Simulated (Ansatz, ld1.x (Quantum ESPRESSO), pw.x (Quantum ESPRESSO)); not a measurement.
Equation-of-state test of one ultrasoft potential (Au)

* Element: gold (Au)
* Generator: ld1.x (Quantum ESPRESSO) 7.5
* Type: ultrasoft
* Functional: LDA (PW92)
* Relativity: scalar-relativistic
* Frozen core: [Xe] 4f14
* Valence charge: 11
* Reference configuration: 5d10 6s1 6p0
* Partial waves: 6s (bound): rcut 1.65, rcutus 2.30 bohr; 6s channel at 4.05 Ry: rcut 1.65, rcutus 2.30 bohr; 6p (bound, empty): rcut 3.05, rcutus 4.10 bohr; 6p channel at 0.25 Ry: rcut 3.05, rcutus 4.10 bohr; 5d (bound): rcut 1.85, rcutus 2.50 bohr; 5d channel at 0.5 Ry: rcut 1.85, rcutus 2.50 bohr
* Local potential: all-electron potential smoothed inside 2.35 bohr (lloc = -2)
* Core correction: none
* Augmentation charge: PSQ, inside the norm-conserving radii

Crystal test: diamond Au in pw.x 7.5, no spin, 8³ k-points, Fermi–Dirac smearing 0.01 Ry, cutoffs 40/320 Ry. The reference is all-electron LAPW (Ansatz 0.2.0) with the same functional, mesh and smearing; V0 and B0 come from Birch–Murnaghan fits to the pressures at five volumes. Errors are pseudo minus all-electron; Δ is the rms difference of the E(V) curves that follow from these fits, minima aligned, over ±6 % about the mean V0. Mesh and smearing are coarse, so the numbers serve the comparison and aren't converged zero-temperature values; the lattice is a test structure that the element need not adopt.

```csv
V (Å³/atom),P all-electron (GPa),P pseudo (GPa)
24.882,5.31,3.68
25.537,2.64,1.12
26.192,0.38,-1.03
26.847,-1.53,-2.82
27.502,-3.14,-4.31
```

All-electron: a0 = 5.949 Å (V0 = 26.31 Å³/atom), B0 = 80.9 GPa.

Pseudopotential: mean pressure error (GPa): -1.40; a0 (Å): 5.915; a0 error (%): -0.57; B0 error (%): +4.6; Δ (meV/atom): 8.1. The largest radius (4.10 bohr) exceeds half the bond length (2.43 bohr), so the spheres overlap, which is one possible source of error among others. This is a poor potential for the solid. Atomic configuration tests: test run stopped at test 8 of 9 (negative rho), 2 before it not solved.

**Question.** At the middle volume, how do free energy and pressure move when the wave cutoff is lowered (ecutrho held at 320 Ry)?

**Answer.**

| cutoff (Ry) | shift of F (meV/atom) | shift of P (GPa) |
| --- | --- | --- |
| 18 | +259.2 | -1.08 |
| 24 | +49.7 | -1.25 |
| 32 | +5.0 | +0.13 |

The run at the middle volume (29 k-points, 23 iterations) took about 28 s on one core of a shared host (Neoverse-V2, 96 threads, 742 GiB, load 46).
